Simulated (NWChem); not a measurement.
# hydrogen sulfide (H2S); SMILES S

```xyz
3

S      0.0000     0.0000     0.1231
H      0.9740     0.0000    -0.8272
H     -0.9740     0.0000    -0.8272
```
Atoms are numbered in this order, from 1.

Program: NWChem. Pople sets run with spherical d functions. The geometry was optimised at PBE-D3(BJ)/def2-SVP. Vzz is the largest principal value of the second derivative of the potential at the nucleus (NWChem prints the opposite sign); η is the asymmetry. Non-relativistic.

| level | Vzz S1 (a.u.) | η S1 |
|---|---|---|
| Hartree-Fock/cc-pVTZ | -2.658 | … |
| Hartree-Fock/def2-SVP | -2.734 | 0.59 |
| CAM-B3LYP/cc-pVTZ | -2.651 | 0.59 |
| CAM-B3LYP/6-31G* | -2.660 | 0.55 |

### Question
Complete the blanks.

### Answer

- Hartree-Fock/cc-pVTZ, η S1: 0.66
